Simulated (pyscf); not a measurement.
Structures and frequencies: ωB97X-D3(BJ)/def2-SVP in PySCF.

SMILES: [NH2][SnH2][SnH3]
```xyz
10

N      0.1041    -2.1128    -0.6376
Sn     0.6653    -0.1641    -0.9205
Sn    -1.4347     1.5742    -0.8265
H     -0.3373    -2.2805     0.2653
H     -0.5346    -2.4574    -1.3528
H      1.8015     0.1665     0.3139
H      1.4292    -0.1298    -2.4499
H     -0.9459     3.1932    -1.0801
H     -2.5914     1.1765    -2.0233
H     -2.2143     1.4885     0.6945
```

What is the homolytic dissociation enthalpy (298 K, ωB97M-D3(BJ)/def2-TZVP) of the N–Sn bond of H₂N–SnH₂–SnH₃, to NH₂• + •H₂Sn–SnH₃?

N–Sn to NH₂• + •H₂Sn–SnH₃: 293.4 kJ/mol. The 7 functionals that were run give +275.4 (r²SCAN) to +304.9 kJ/mol (ωB97X-D3(BJ)). Other isomers of •H₂Sn–SnH₃ were not searched in full and may lie lower. Elements past Kr carry the def2 core potentials, without spin-orbit coupling.
